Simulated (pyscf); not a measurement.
# Elimination: `[PH2][GaH]` [doublet] → `[PH]=[Ga]` [doublet] + `[H][H]`

Gas phase, doublet surface, charge 0. Bonds broken: Ga1–H5, P2–H4. Bonds formed: H4–H5. Structures and frequencies: ωB97X-D3(BJ)/def2-SVP in PySCF.

Transition state (Å):

```xyz
5

Ga     1.6978    -0.4404    -0.3835
P     -0.3097     0.3757    -1.5302
H     -0.2517     1.4891    -0.6257
H     -0.2043    -0.7003    -0.1481
H      0.3378    -1.2269     0.6133
```

One imaginary mode, 1694i cm⁻¹; descent along it reached the two sides named.

```json
[
 {"bond": "Ga1–H5", "change": "breaks", "reactant side (Å)": "1.596", "saddle": "1.861", "product side": "3.0"},
 {"bond": "P2–H4", "change": "breaks", "reactant side (Å)": "1.427", "saddle": "1.755", "product side": "3.2"},
 {"bond": "H4–H5", "change": "forms", "reactant side (Å)": "3.4", "saddle": "1.073", "product side": "0.762"}
]
```

Electronic energies relative to the reactant's lowest minimum found (eV):

```
level                   barrier  reaction energy  reverse barrier
----------------------  -------  ---------------  ---------------
ωB97X-D3(BJ)/def2-TZVP     1.67            +0.89             0.78
PBE/def2-TZVP              1.21            +0.84             0.37
r²SCAN/def2-TZVP           1.38            +0.97             0.41
B3LYP-D3(BJ)/def2-TZVP     1.38            +0.71             0.68
PBE0-D3(BJ)/def2-TZVP      1.43            +0.94             0.48
M06-2X/def2-TZVP           1.61            +0.86             0.75
ωB97M-D3(BJ)/def2-TZVP     1.57            +0.84             0.73
HF/def2-TZVP               2.18            +0.70             1.48
```

With ωB97M-D3(BJ)/def2-TZVP energies and thermal terms (ideal gas, 1 atm, RRHO with modes under 100 cm⁻¹ raised to 100, one conformer, R ln 2 for chiral ones without a mode under 150 cm⁻¹), in eV:

| T (K) | ΔH‡ | ΔG‡ | ΔH | ΔG |
|---|---|---|---|---|
| 298 | 1.44 | 1.45 | +0.75 | +0.42 |
| 600 | 1.43 | 1.47 | +0.77 | +0.07 |
| 900 | 1.42 | 1.49 | +0.75 | -0.28 |
| 1200 | 1.41 | 1.51 | +0.73 | -0.62 |

At the saddle there is also a short Ga–H contact that neither side keeps. This saddle turned up in a search for another step; its sides and bond changes are read from the two ends of the descent. This is the saddle that the search found; another between the same sides may lie lower. Elements up to Kr have no core potential and no relativistic terms here.
